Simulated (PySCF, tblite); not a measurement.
# C3H7FN radical: infrared bands and EPR parameters

Wanted: the infrared bands and EPR parameters of C3H7FN radical (`NC[CH]CF`), by calculation.

Programs: tblite 0.8.0 and PySCF 2.14.0, with density-fitted response routines of our own. Each step states its level of theory. These are calculated values for one molecule in the gas phase, unless marked as measured. Atoms are numbered from 0 throughout.

**1. Starting geometry**

12 atoms, charge 0, multiplicity 2; geometry from: GFN2-xTB.

Bonds of the start (Å): N0–C1 1.47, C1–C2 1.48, C2–C3 1.47, C3–F4 1.39, N0–H5 1.01, N0–H6 1.02, C1–H7 1.10, C1–H8 1.09, C2–H9 1.08, C3–H10 1.11, C3–H11 1.10.

**2. Infrared spectrum with GFN2-xTB**

What the job is given:

```
{"job": {"kind": "ir", "xc": "GFN2-xTB", "basis": "xTB"}, "charge": 0, "multiplicity": 2}
N      1.926281     0.391584    -0.148444
C      0.769704    -0.431786    -0.511002
C     -0.323313    -0.346170     0.487045
C     -1.653693     0.189850     0.147222
F     -2.122541    -0.330349    -1.048805
H      2.370231     0.033711     0.690329
H      1.633551     1.345679     0.036850
H      1.139134    -1.459189    -0.618133
H      0.412246    -0.100585    -1.488585
H     -0.097227    -0.519219     1.525550
H     -1.653954     1.284187    -0.008175
H     -2.399221    -0.058398     0.910120
```

**Question.** This job is followed by: UKS B3LYP, pcH-1 on C F H N, non-relativistic, mean-field spin-orbit, GIAO. What will the session give for the following? strongest single infrared mode (GFN2-xTB); zero-point energy (GFN2-xTB); g(iso) (B3LYP); ⟨S²⟩; largest a(iso) (averaged by class).

As calculated:

| quantity | value |
| --- | --- |
| strongest single infrared mode (GFN2-xTB) | 932 cm⁻¹, 215 km/mol |
| zero-point energy (GFN2-xTB) | 60.3 kcal/mol |
| g(iso) (B3LYP) | 2.00228 |
| ⟨S²⟩ | 0.754 (exact 0.75) |
| largest a(iso) (averaged by class) | 19F on F4, 155.0 MHz |

All 30 modes are real, so the xTB geometry is a minimum. The strongest single mode, at 932 cm⁻¹, has its largest shares on C3, H5, N0 and H6 (the list is cut at 4 atoms). GFN2-xTB is a fitted tight-binding method: band positions and strengths are rough. Its intensities can rank the bands wrongly. C2 carries the largest spin population, 0.98 e. The isotropic g lies 0.0 ppt below the free-electron value.
